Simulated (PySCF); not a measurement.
**CO + NH₃ → HCN + H₂O**

Level: PBE0 in the def2-TZVP basis family, all electrons, no relativity, computed in PySCF with density fitting; open shells unrestricted.

| species | state and structure | ZPE (kJ/mol) | H(298 K) − H(0) (kJ/mol) | S° (J/(mol K)) |
| --- | --- | --- | --- | --- |
| CO | singlet, C∞v, C–O 1.123 Å | 13.4 | 8.7 | 197.5 |
| NH₃ | singlet, C3v, N–H 1.013 Å (×3); H–N–H 107.1° (×3) | 90.6 | 10.0 | 192.4 |
| HCN | singlet, C∞v, C–H 1.069 Å, C–N 1.146 Å; H–C–N 180.0° | 43.3 | 9.1 | 201.2 |
| H₂O | singlet, C2v, O–H 0.960 Å (×2); H–O–H 105.1° | 56.5 | 9.9 | 188.7 |

Q: Is the gas-phase reaction uphill or downhill in electronic energy at this level, and by how much?

A: At PBE0/def2-TZVP, ΔE = 55.9 kJ/mol, uphill. 

Q: Add zero-point, thermal and entropy terms for 298.15 K and 1 bar.

A: ΔZPE = -4.2 and Δ[H(298) − H(0)] = 0.3 kJ/mol give ΔH° = 52.0 kJ/mol. ΔS° = 0.0 J/(mol K), so ΔG° = 52.0 − 298.15 × (0.0000) = 52 kJ/mol and log₁₀K = -9.1.

The structures come from searches over a few start shapes, so lower isomers are not excluded.
